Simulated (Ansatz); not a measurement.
# The fluorine atom (doublet): density functionals in 6-31G*, part 2 of 2

Ansatz 0.2.0, Gaussian basis; 6-31G*, all electrons in the functionals, frozen cores in the correlation of double hybrids and RPA.

### 16 HSE06 (unrestricted)

Contents of in.yaml:

```yaml
crystal:
  periodic: [false, false, false]
  atoms:
    - {symbol: F, position_ang: [0.000000, 0.000000, 0.000000]}
basis:
  gaussian: {orbitals: "6-31G*"}
magnetization: {spin_polarized: true, initial_magnetization: 1}
hamiltonian: {xc: {name: HSE06}}
```

Run with:

```console
$ ansatz run in.yaml --threads 1 --pin off --events-out ev --progress --plain --max-ram 2393MiB
```

What it wrote, cut to the lines that bear on the results:

```text
Functional definition: HSE06
  name "HSE06"
  cite "Heyd, Scuseria & Ernzerhof, J. Chem. Phys. 118, 8207 (2003) doi:10.1063/1.1564060"
  cite "Krukau, Vydrov, Izmaylov & Scuseria, J. Chem. Phys. 125, 224106 (2006) doi:10.1063/1.2404663"
  cite "Heyd & Scuseria, J. Chem. Phys. 120, 7274 (2004) doi:10.1063/1.1668634"
  cite "Ernzerhof & Perdew, J. Chem. Phys. 109, 3313 (1998) doi:10.1063/1.476928"
  cite "Perdew, Burke & Ernzerhof, Phys. Rev. Lett. 77, 3865 (1996) doi:10.1103/PhysRevLett.77.3865"
  parent pbe
[...]
  # The whole range is PBE's own exchange, as in plane waves. The composition of these papers is wPBEh.
[...]
117 factors; their error is unknown
13 factors; integrals over basis functions are off by at most 9.5e-7 eV
[...]
mean field -2710.81762243 eV, -99.6207101661 hartree, gradient 4.3e-6 eV, S^2 0.751121; 0 other end points of the search recorded, 0 dependent functions left out
reference -2710.81762585 eV, -99.6207102917 hartree; 5, 4 occupied and 10, 11 virtual orbitals, 117 factors
Total energy: -2710.81762585 eV, -99.6207102917 hartree
```

Wall time 0.18 s (1 thread of Intel Xeon 6975P-C, shared host).

From the report: ⟨S²⟩ of the determinant 0.751 (pure doublet: 0.75).

### 17 B2PLYP (unrestricted)

in.yaml: that of step 16 with these lines changed.

```diff
@@ -7,2 +7,3 @@
 magnetization: {spin_polarized: true, initial_magnetization: 1}
-hamiltonian: {xc: {name: HSE06}}
+hamiltonian: {xc: {name: B2PLYP}}
+correlation: {electrons: outside_noble_gas}
```

The command is unchanged.

What it wrote, cut to the lines that bear on the results:

```text
Functional definition: B2PLYP
  name "B2PLYP"
  cite "Grimme, J. Chem. Phys. 124, 034108 (2006) doi:10.1063/1.2148954"
  cite "Becke, Phys. Rev. A 38, 3098 (1988) doi:10.1103/PhysRevA.38.3098"
  cite "Lee, Yang & Parr, Phys. Rev. B 37, 785 (1988) doi:10.1103/PhysRevB.37.785"
[...]
66 factors; integrals over basis functions are off by at most 1.6e-4 eV
[...]
mean field -2710.42778238 eV, -99.6063838086 hartree, gradient 4.6e-7 eV, S^2 0.751539; 0 other end points of the search recorded, 0 dependent functions left out
1 core orbitals not correlated: weight in the atoms' cores, before any rotation towards them, 1.000 or more for the frozen orbitals, at most 0.000 for the correlated occupied ones
reference -2710.42780822 eV, -99.6063847580 hartree; 4, 3 occupied and 10, 11 virtual orbitals, 66 factors
second order -3.88208856 eV of doubles, -0.00000000 eV of singles
Total energy: -2711.47597213 eV, -99.6449040712 hartree
```

Wall time 0.18 s (1 thread of Intel Xeon 6975P-C, shared host).

From the report: ⟨S²⟩ of the determinant 0.752 (pure doublet: 0.75).

### 18 PBE-QIDH (unrestricted)

in.yaml: that of step 17 with these lines changed.

```diff
@@ -7,3 +7,3 @@
 magnetization: {spin_polarized: true, initial_magnetization: 1}
-hamiltonian: {xc: {name: B2PLYP}}
+hamiltonian: {xc: {name: PBE-QIDH}}
 correlation: {electrons: outside_noble_gas}
```

Same command.

What it wrote, cut to the lines that bear on the results:

```text
Functional definition: PBE-QIDH
  name "PBE-QIDH"
  cite "Brémond, Sancho-García, Pérez-Jiménez & Adamo, J. Chem. Phys. 141, 031101 (2014) doi:10.1063/1.4890314"
  cite "Perdew, Burke & Ernzerhof, Phys. Rev. Lett. 77, 3865 (1996) doi:10.1103/PhysRevLett.77.3865"
[...]
66 factors; integrals over basis functions are off by at most 1.6e-4 eV
[...]
mean field -2708.80656259 eV, -99.5468050802 hartree, gradient 2.9e-7 eV, S^2 0.751867; 0 other end points of the search recorded, 0 dependent functions left out
1 core orbitals not correlated: weight in the atoms' cores, before any rotation towards them, 1.000 or more for the frozen orbitals, at most 0.000 for the correlated occupied ones
reference -2708.80656364 eV, -99.5468051189 hartree; 4, 3 occupied and 10, 11 virtual orbitals, 66 factors
second order -3.66005164 eV of doubles, -0.00000000 eV of singles
Total energy: -2710.02658086 eV, -99.5916399246 hartree
```

Run time: 0.15 s. Hardware: 1 thread of Intel Xeon 6975P-C, shared host.

From the report: ⟨S²⟩ of the determinant 0.752 (pure doublet: 0.75).

### 19 RPA-PBE

Contents of in.yaml:

```yaml
crystal:
  periodic: [false, false, false]
  atoms:
    - {symbol: F, position_ang: [0.000000, 0.000000, 0.000000]}
basis:
  gaussian: {orbitals: "6-31G*"}
magnetization: {spin_polarized: true, initial_magnetization: 1}
hamiltonian: {xc: {name: PBE}}
correlation: {method: rpa, electrons: outside_noble_gas}
```

The command is unchanged.

What it wrote, cut to the lines that bear on the results:

```text
Functional definition: PBE
  name "PBE"
  cite "Perdew, Burke & Ernzerhof, Phys. Rev. Lett. 77, 3865 (1996) doi:10.1103/PhysRevLett.77.3865"
  parent pbe
[...]
66 factors; integrals over basis functions are off by at most 1.6e-4 eV
[...]
mean field -2710.62398441 eV, -99.6135941002 hartree, gradient 2.9e-6 eV, S^2 0.750812; 5 other end points of the search recorded, 0 dependent functions left out
1 core orbitals not correlated: weight in the atoms' cores, before any rotation towards them, 1.000 or more for the frozen orbitals, at most 0.000 for the correlated occupied ones
reference -2703.79116436 eV, -99.3624925949 hartree; 4, 3 occupied and 10, 11 virtual orbitals, 66 factors
Total energy: -2709.52723242 eV, -99.5732892078 hartree
```

Wall time 0.33 s (1 thread of Intel Xeon 6975P-C, shared host).

From the report: ⟨S²⟩ of the determinant 0.751 (pure doublet: 0.75).

### 20 Side by side

| functional | energy (eV) | ⟨S²⟩ | time |
| --- | --- | --- | --- |
| SPW92 | -2695.2193 | 0.751 | 0.09 s |
| PBE | -2710.6240 | 0.751 | 0.15 s |
| BLYP | -2713.0335 | 0.751 | 0.12 s |
| revPBE | -2712.4189 | 0.751 | 0.15 s |
| r2SCAN | -2712.2829 | 0.752 | 0.36 s |
| B97M-V | -2712.4626 | 0.752 | 0.33 s |
| PBE0 | -2710.9244 | 0.751 | 0.15 s |
| B3LYP | -2713.3978 | 0.751 | 0.15 s |
| r2SCANh | -2712.2347 | 0.752 | 0.24 s |
| r2SCAN0 | -2712.1636 | 0.752 | 0.42 s |
| BHLYP | -2712.8050 | 0.751 | 0.15 s |
| CAM-B3LYP | -2712.7427 | 0.751 | 0.12 s |
| wB97X-V | -2712.4688 | 0.751 | 0.39 s |
| wB97M-V | -2712.7327 | 0.751 | 0.27 s |
| HSE06 | -2710.8176 | 0.751 | 0.18 s |
| B2PLYP | -2711.4760 | 0.752 | 0.18 s |
| PBE-QIDH | -2710.0266 | 0.752 | 0.15 s |
| RPA-PBE | -2709.5272 | 0.751 | 0.33 s |

Orbital levels of the runs that wrote orbitals: PBE HOMO -9.14, LUMO -8.30 eV; PBE0 HOMO -11.67, LUMO -5.82 eV; wB97M-V HOMO -14.21, LUMO -3.22 eV.

### 21 What came out

What follows sums up all 2 parts.

```
                quantity                         value
spread of total energies                       18.2 eV
       quickest, slowest  SPW92 0.09 s, r2SCAN0 0.42 s
```

What this shows: Total energies of different functionals can't be ranked; only differences within one functional count. These atomic energies are the zero for atomisation energies at the same level.
